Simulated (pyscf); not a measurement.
Optimised with ωB97X-D3(BJ)/def2-SVP in PySCF.

Problem. PBE/def2-TZVP puts the barrier of HO–Zn–OH (SMILES [OH][Zn][OH]) + H₂S (SMILES S) -> H₂O (SMILES O) + HO–Zn–SH (SMILES [OH][Zn][SH]) (four-centre exchange; singlet surface; O–Zn, H–S broken, H–O, S–Zn formed) at -0.22 eV and the reaction energy at -0.59 eV, from the separated reactants. What do B3LYP-D3(BJ)/def2-TZVP, M06-2X/def2-TZVP, ωB97M-D3(BJ)/def2-TZVP give on the same structures?

Solution. B3LYP-D3(BJ): ΔE‡ = -0.15 eV, ΔE = -0.59 eV; M06-2X: ΔE‡ = -0.29 eV, ΔE = -0.64 eV; ωB97M-D3(BJ): ΔE‡ = -0.12 eV, ΔE = -0.61 eV. PBE's barrier lies among them. Its reaction energy matches one of them and lies within 0.05 eV of the others. On the reactant side the descent ends in an adduct with a S–Zn contact, 0.45 eV under the separated species and 0.22 eV under the saddle at ωB97X-D3(BJ)/def2-TZVP. On the product side the descent ends in an adduct with a O–Zn contact (not fully relaxed), 0.67 eV under the separated species and 1.11 eV under the saddle at ωB97X-D3(BJ)/def2-TZVP. At PBE, B3LYP-D3(BJ), M06-2X, ωB97M-D3(BJ) the saddle lies under the separated reactants, which points to a path from their complex (located at ωB97X-D3(BJ) alone). What is counted as formed (S–Zn) is already present as a longer contact in the reactant adduct; forming that adduct is a step of its own. What is counted as broken (O–Zn) persists as a longer contact in the product adduct; parting that adduct is a step of its own. At ωB97X-D3(BJ)/def2-TZVP the barrier from the zero used here is -0.23 eV. This is the saddle that the search found; another between the same sides may lie lower. Elements up to Kr have no core potential and no relativistic terms here.
